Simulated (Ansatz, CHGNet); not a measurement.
For rutile CrO2, the machine-learned potential CHGNet-r²SCAN (trained on r²SCAN data) gives:

```
Property               Value
-------------------  -------
lattice constant a   4.384 Å
lattice parameter c  2.959 Å
```

What does r²SCAN (plane waves, PAW; Ansatz, an electronic-structure program) give for the same quantities?


- lattice constant a: 4.404 Å (goes up by 0.5 %)
- lattice parameter c: 2.912 Å (drops by 1.6 %)

For comparison: lattice constant a 4.419 Å (measured, room temperature, no zero-point or thermal correction; as tabulated in Hiroi (2015), arXiv:1503.02262); lattice parameter c 2.915 Å (measured, room temperature, not corrected to a static lattice; as tabulated in Hiroi (2015), arXiv:1503.02262).

Changes are worked out from the printed values.

Unless a cell is named, each level is at its own relaxed cell (CHGNet-r²SCAN 9.48, r²SCAN 9.41 Å³/atom).

Spin-polarised runs: r²SCAN (parallel moments).

Ansatz's density-functional and Hartree–Fock values are scalar-relativistic unless marked +SOC, with PAW data made under PBE.
